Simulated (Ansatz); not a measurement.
One change: `CCC(C)C(C)C` becomes `CC(C)C(C)Cl`.

Ansatz, PBE0-D4/def2-TZVP geometries, multiplicity 1. Each molecule was computed in one conformer, which needn't be the lowest.

```tsv
property	`CCC(C)C(C)C`
HOMO–LUMO gap (B3LYP/def2-TZVPP) / eV	9.10
LUMO energy (B3LYP/def2-TZVPP) / eV	0.82
size of the dipole moment (ωB97M-V/def2-TZVPP) / D	0.08
HOMO energy (PBE/def2-TZVPP) / eV	-7.13
HOMO–LUMO gap (PBE0/def2-TZVPP) / eV	9.60
HOMO energy (PBE0/def2-TZVPP) / eV	-8.45
```

Question: Give the same properties after the change, and the shifts. (Estimate.)

Answer: The calculation gave: 
```json
{"property": "HOMO–LUMO gap (B3LYP/def2-TZVPP) / eV", "`CC(C)C(C)Cl`": "8.47", "shift": "-0.63"}
{"property": "LUMO energy (B3LYP/def2-TZVPP) / eV", "`CC(C)C(C)Cl`": "0.54", "shift": "-0.28"}
{"property": "size of the dipole moment (ωB97M-V/def2-TZVPP) / D", "`CC(C)C(C)Cl`": "2.08", "shift": "2.00"}
{"property": "HOMO energy (PBE/def2-TZVPP) / eV", "`CC(C)C(C)Cl`": "-6.78", "shift": "0.35"}
{"property": "HOMO–LUMO gap (PBE0/def2-TZVPP) / eV", "`CC(C)C(C)Cl`": "9.02", "shift": "-0.58"}
{"property": "HOMO energy (PBE0/def2-TZVPP) / eV", "`CC(C)C(C)Cl`": "-8.18", "shift": "0.27"}
```

With PBE0 the HOMO rises by 0.27 eV and the LUMO falls by 0.30 eV, so the gap narrows by about 0.57 eV. PBE moves the HOMO by 0.35 eV and ωB97M-V by 0.24 eV. Dipoles are sizes alone; their direction can turn.

B3LYP here is the variant with VWN-RPA as its local correlation; programs differ in this.
